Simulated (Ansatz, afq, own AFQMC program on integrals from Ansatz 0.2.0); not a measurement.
Where AFQMC and coupled cluster stand for BH$_{4}$, doublet

```xyz
5

H    -1.9849    0.0000    0.0000
H    -1.1719    0.0000    0.0000
B     0.1681    0.0000    0.0000
H     0.6771    0.0000    1.0770
H     0.6771    0.0000   -1.0770
```

Basis cc-pVTZ. Noble-gas cores (and the filled d shells of Ga–Kr and In–Xe) are frozen. AFQMC by an in-house program on the Cholesky factors that Ansatz 0.2.0 writes for its CCSD(T) run. The CISD trial takes its coefficients from CCSD amplitudes. Released means that phaseless walkers are propagated on without the constraint, phases kept. Error bars are statistical, one sigma.

Determinant: UHF, the one that the program's search chose, which needn't be the lowest solution. The geometry is a point of a scan.

No full CI on the walks' own integrals is used here; CCSDT(Q) serves as the reference and is uncertain by about the last step of the cluster series.

```
T1 diagnostic                               : 0.0118
weight of the determinant in the CISD state : 0.930
⟨S²⟩ of the determinant                     : 0.769
size of the correlated space                : 7 electrons in 85 orbitals
```

(1) Estimate: order these by the size of their error in total energy against CCSDT(Q), smallest first.
A. phaseless AFQMC with a CISD trial
B. MP2
C. CCSD
D. CCSD(T)

(1) A (5.6 ± 1.8 meV), D (18.3 meV), C (105.2 meV), B (810.9 meV).

Reference: CCSDT(Q), correlation energy -4.217 eV.

A walk keeps the symmetry of its determinant, which the program's search chose and which needn't be the lowest solution, so a lower state of the same spin and another symmetry isn't excluded.
